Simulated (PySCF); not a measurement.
Which basis set comes closest?

Molecule: `C#P`, CHP.

Geometry:
| atom | x (Å) | y (Å) | z (Å) |
| --- | --- | --- | --- |
| C1 | -0.146 | 0.017 | 0.008 |
| P2 | 1.380 | 0.171 | -0.138 |
| H3 | -1.219 | -0.091 | 0.110 |

Geometry PBE0-D3(BJ)/def2-SVP throughout; GIAO in PySCF 2.14.0 with density-fitted response routines, gas phase, one conformer, non-relativistic; equivalent atoms averaged; functional PBE0.

Reference values (HF/multiwavelet basis limit; gas (isolated, no vibration); Jensen, Fla, Jonsson, Monstad, Ruud, Frediani, PCCP 2016, 18, 21145): σ(H3) = 30.11 ppm, σ(C1) = 11.9 ppm, σ(P2) = 339.4 ppm.

How do the basis sets pcSseg-0, cc-pVDZ, aug-cc-pVDZ, cc-pVTZ, IGLO-III, pcSseg-3 perform against the reference? Times are CPU seconds on 1 thread of an Arm Neoverse V1, shared host.

Answers


```
  basis set  functions     H3    C1     P2  abs. error H  abs. error C  abs. error P  core-s
   pcSseg-0         24  30.14   8.4  313.1          0.03           3.5          26.3     1.1
    cc-pVDZ         37  28.88  39.0  388.0          1.23          27.1          48.6     1.5
aug-cc-pVDZ         59  28.89  38.2  388.3          1.22          26.3          48.9     1.9
    cc-pVTZ         78  29.25  22.1  341.0          0.86          10.2           1.6     2.4
   IGLO-III         89  29.30  15.6  337.3          0.81           3.7           2.1     2.4
   pcSseg-3        181  29.18  12.9  326.0          0.93           1.0          13.4     6.7
```

For ¹H the closest is pcSseg-0 (0.03 ppm) and the furthest cc-pVDZ (1.23 ppm).

For ¹³C the closest is pcSseg-3 (1.0 ppm) and the furthest cc-pVDZ (27.1 ppm).

For ³¹P the closest is cc-pVTZ (1.6 ppm) and the furthest aug-cc-pVDZ (48.9 ppm). Where a smaller basis beats a larger one, errors probably cancel; the largest sets show where the functional converges. One molecule is a small sample, and the reference may use another geometry.

A small basis that lands close on one nucleus may do so by chance; judge by the trend and by all nuclei.
